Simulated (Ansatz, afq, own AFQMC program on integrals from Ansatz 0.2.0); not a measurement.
**BH4, doublet in cc-pVTZ, levels against CCSDT(Q)**

```xyz
5

B    -0.1623    0.0000    0.0000
H    -0.7591    1.0336    0.0000
H    -0.7591   -1.0336    0.0000
H     1.1957    0.0000    0.0000
H     2.0637    0.0000    0.0000
```

Basis cc-pVTZ. Only valence electrons are correlated. AFQMC by an in-house program on the Cholesky factors that Ansatz 0.2.0 writes for its CCSD(T) run. The CISD trial takes its coefficients from CCSD amplitudes. Released means that phaseless walkers are propagated on without the constraint, phases kept. Error bars are statistical, one sigma.

Determinant: UHF, the one that the program's search chose, which needn't be the lowest solution. The geometry is a point of a scan.

No full CI on the walks' own integrals is used here; CCSDT(Q) serves as the reference and is uncertain by about the last step of the cluster series.

```
T1 diagnostic                               : 0.0123
weight of the determinant in the CISD state : 0.929
⟨S²⟩ of the determinant                     : 0.771
size of the correlated space                : 7 electrons in 85 orbitals
```

(1) Estimate: order these by the size of their error in total energy against CCSDT(Q), smallest first.
A. phaseless AFQMC with a CISD trial
B. MP2
C. CCSD
D. CCSD(T)

(1) A (0.6 ± 0.2 kJ/mol), D (1.8 kJ/mol), C (10.2 kJ/mol), B (78.8 kJ/mol).

Reference: CCSDT(Q), correlation energy -4.201 eV.

A walk keeps the symmetry of its determinant, which the program's search chose and which needn't be the lowest solution, so a lower state of the same spin and another symmetry isn't excluded.
